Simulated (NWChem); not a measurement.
SiO cation, doublet; SMILES of the neutral closed-shell parent O=[Si]

```xyz
2

Si     0.0000     0.0000     0.5666
O      0.0000     0.0000    -0.9718
```
Atoms are numbered in this order, from 1.

Structure relaxed at the B3LYP/6-31G* (spherical d), spin-unrestricted level. This spin state was assumed; another may lie lower. No stability test was run on the SCF state. B3LYP is NWChem's, with the RPA form of VWN correlation.

Problem. List the 6 lowest vertical excitations from B3LYP/def2-SVPD, spin-unrestricted, TDA (NWChem).

Solution. 
```
state    energy (eV)  oscillator strength  <S²>
-------  -----------  -------------------  ----
state 1         0.55                0.001  0.77
state 2         0.55                0.001  0.77
state 3         3.76                0.060  0.80
state 4         5.24                0.001  2.71
state 5         5.53                0.000  2.75
state 6         5.53                0.000  2.75
```
